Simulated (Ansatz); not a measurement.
Species: C2H2Cl, charge 0, doublet. C2H2Cl (SMILES ClC=[CH], doublet).
B3LYP-D3(BJ)/def2-TZVP minimum from Ansatz (a program for electronic structure):
```xyz
5

C     -0.1833     0.8222    -0.0020
C      0.9594     1.4291    -0.0049
Cl    -0.3251    -0.9452     0.0029
H     -1.1502     1.3059    -0.0022
H      2.0196     1.2545    -0.0056
```
Charge 0, spin multiplicity 2.

Total energies in hartree (Ansatz). Radicals and triplets start from unrestricted determinants; spin-orbit coupling is neglected. Cores are frozen in correlated methods. No relativity. Where a partner has so few electrons that a lower coupled-cluster level is exact, that level stands in. The UHF reference of C2H2Cl ([CH]=CCl, doublet) is spin-contaminated (<S^2> up to 0.20 over the pure value in the sets run).

| species | HF/cc-pV(T+d)Z | CCSD(T)/cc-pV(T+d)Z | HF/cc-pV(Q+d)Z | CCSD(T)/cc-pV(Q+d)Z | CCSD(T)/cc-pV(D+d)Z | CCSDT(Q)/cc-pV(D+d)Z |
|---|---|---|---|---|---|---|
| 1: C2H2Cl (SMILES [CH]=CCl, doublet) | -536.35607 | -536.88771 | -536.36458 | -536.93252 | -536.73917 | -536.74177 |
| 2: C (triplet) | -37.69157 | -37.78076 | -37.69331 | -37.78654 | -37.76038 | -37.76071 |
| 3: Cl (doublet) | -459.48556 | -459.67356 | -459.48916 | -459.69449 | -459.60403 | -459.60445 |
| 4: H (doublet) | -0.49981 | -0.49981 | -0.49995 | -0.49995 | -0.49928 | -0.49928 |

**Question.** Work out the atomisation energy (electronic, to ground-state atoms) in kcal/mol: take Hartree-Fock from cc-pV(Q+d)Z, extrapolate the CCSD(T) correlation energy as X^-3 (X = 3, 4), and add CCSDT(Q) - CCSD(T) in cc-pV(D+d)Z. 1 hartree = 627.51 kcal/mol.

**Answer.** 
Species 1: correlation (64·(-0.56794) - 27·(-0.53164))/37 = -0.59443; step -0.00260; E1 = -536.36458 + (-0.59443) + (-0.00260) = -536.96161
Species 2: correlation (64·(-0.09323) - 27·(-0.08919))/37 = -0.09618; step -0.00033; E2 = -37.69331 + (-0.09618) + (-0.00033) = -37.78982
Species 3: correlation (64·(-0.20533) - 27·(-0.18800))/37 = -0.21798; step -0.00042; E3 = -459.48916 + (-0.21798) + (-0.00042) = -459.70756
Species 4: correlation (64·(0.00000) - 27·(0.00000))/37 = 0.00000; step +0.00000; E4 = -0.49995 + (0.00000) + (+0.00000) = -0.49995
-1·E1 +2·E2 +1·E3 +2·E4 = 0.67451 hartree = 423.3 kcal/mol.
